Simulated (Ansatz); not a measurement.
Ideal-gas functions of C2H6Si, SMILES `C1C[SiH2]1` at 500 K and 1 bar, from an Ansatz frequency run at PBE0-D4/def2-TZVP.

Molar mass 58.16 g/mol, point group C2v (symmetry number 2), electronic degeneracy 1, moments of inertia 27.025, 54.27, 68.471 u Å². Harmonic wavenumbers (cm⁻¹, unscaled): 400, 498, 628, 663, 701, 737, 785, 902, 909, 967, 1010, 1028, 1198, 1418, 1433, 2257, 2277, 3136, 3139, 3209, 3225.

Use S(trans) = R[1.5 ln M + 2.5 ln T − 1.1517]; rotational temperatures θ = 24.2544 K / I; S(rot) = R[ln(√π/σ · √(T³/θAθBθC)) + 1.5]; for each mode x = 1.438777 ν̃/T, S = R[x/(eˣ − 1) − ln(1 − e⁻ˣ)] and H = RT x/(eˣ − 1); 1 cm⁻¹ = 0.0119627 kJ/mol; R = 8.31446 J/(mol·K).

By hand: the entropy, in J/(mol·K).

Translation 170.3. Rotation: θ = 0.8975, 0.4469, 0.3542 K, giving 97.1. Vibration, mode by mode: 7.59, 6.00, 4.44, 4.10, 3.76, 3.47, 3.11, 2.38, 2.35, 2.06, 1.87, 1.79, 1.21, 0.72, 0.70, 0.09, 0.09, 0.01, 0.01, 0.01, 0.01, in all 45.8. Electronic 0.0. Sum 313.2 J/(mol·K).

By hand: H − E and G − E in kJ/mol, counted from the electronic energy.

Zero-point energy ½ × 30520 × 0.0119627 = 182.6; thermal vibration 15.5; translation, rotation and pV give 4 RT = 16.6. H − E = 214.7 kJ/mol, and G − E = 214.7 − 500 × 313.2/1000 = 58.1 kJ/mol.

Vibration gives 15 % of the entropy.
